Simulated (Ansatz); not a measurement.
## Worked example: BP2H, triplet against BP2H, singlet

Geometry (PBE0/def2-TZVP stationary point of a singlet), kept for both states (BP2H, singlet: A1; BP2H, triplet: B1):

```tsv
atom	x (Å)	y (Å)	z (Å)
P	0.0000	-0.2584	1.0345
B	0.0000	1.2536	0.0000
P	0.0000	-0.2584	-1.0345
H	0.0000	2.4367	0.0000
```

Basis cc-pVDZ; Ansatz 0.2.0. Only valence electrons are correlated (noble-gas cores frozen). Prefix R: restricted or restricted open-shell reference; prefix U: unrestricted.

Full CI isn't at hand for all of this; UCCSDT(Q) serves as the reference, and is uncertain by the last step of the cluster series or more.

Unrestricted rows (U, and Kohn–Sham where it breaks symmetry) aren't spin-pure: their determinants' ⟨S²⟩ exceeds S(S+1) by up to 0.11, so they mix in states of higher spin.

```tsv
level	E(BP2H, singlet) (hartree)	E(BP2H, triplet) (hartree)
UHF	-706.725992	-706.668700
UMP2	-707.029072	-706.951145
UCCSD(T)	-707.073765	-707.001541
PBE	-707.783891	-707.718177
PBE0	-707.846356	-707.780188
UCCSDT(Q)	-707.076044	-707.004508
```

Problem. Give the vertical gap, BP2H triplet less BP2H singlet, at each level in eV (1 hartree = 27.2114 eV), and each error against UCCSDT(Q).

Solution. UCCSDT(Q): (-707.004508 − (-707.076044)) × 27.2114 = 1.947 eV (the reference)
PBE0: (-707.780188 − (-707.846356)) × 27.2114 = 1.801 eV, error -0.146 eV
PBE: (-707.718177 − (-707.783891)) × 27.2114 = 1.788 eV, error -0.159 eV
UCCSD(T): (-707.001541 − (-707.073765)) × 27.2114 = 1.965 eV, error 0.018 eV
UMP2: (-706.951145 − (-707.029072)) × 27.2114 = 2.121 eV, error 0.174 eV
UHF: (-706.668700 − (-706.725992)) × 27.2114 = 1.559 eV, error -0.388 eV

Total energies of functionals can't be set beside those of wave-function methods, since they hold the core's correlation and their own absolute errors; only the differences compare.

In so small a basis the reference is far from its limit while semilocal and hybrid functionals are nearer theirs, so the functionals' errors here hold much of the reference's basis and frozen-core error, which can add to them or hide them.

Each level lands on the state that its own search finds. T1 diagnostics of restricted CCSD: 0.014 and 0.026.
